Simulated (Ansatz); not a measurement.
Relaxation of C2H3FN (7 atoms, charge 0, multiplicity 2), to a largest force component of 0.015 eV/Å in at most 40 steps.

Theory: UKS B3LYP-D4/def2-SVP (Ansatz).

```xyz
7
Properties=species:S:1:pos:R:3:forces:R:3
N -0.455 0.859 -0.223 0.35 -0.03 -0.32
C 0.537 0.035 0.320 -0.78 0.92 0.16
C 0.684 -1.254 0.090 0.22 -1.48 -0.64
F 0.094 -1.988 -0.860 0.14 0.34 0.40
H -1.106 0.377 -0.827 -0.21 -0.03 -0.08
H -0.918 1.465 0.440 -0.15 0.12 0.16
H 1.164 0.506 1.060 0.44 0.15 0.32
```

Task: Where does it end, and by what steps?

Result: The forces met the threshold. After 6 steps the energy has fallen by 0.034 eV; C3 moved furthest, 0.03 Å.

```tsv
step	energy less start (eV)	largest force component (eV/Å)	accepted
0	0.0000	1.476	yes
1	-0.0281	0.213	yes
2	-0.0328	0.090	yes
3	-0.0338	0.049	yes
4	-0.0342	0.038	yes
5	-0.0343	0.037	yes
6	-0.0343	0.010	yes
```

```xyz
7
Properties=species:S:1:pos:R:3
N -0.445 0.871 -0.238
C 0.521 0.035 0.341
C 0.702 -1.259 0.070
F 0.082 -1.983 -0.847
H -1.110 0.379 -0.830
H -0.938 1.457 0.433
H 1.189 0.501 1.070
```

Whether the end is a true minimum wasn't checked by a vibrational analysis.

Run time: 46 s on 1 thread of Arm Neoverse N1, with other jobs on the host, peak memory 0.17 GiB.
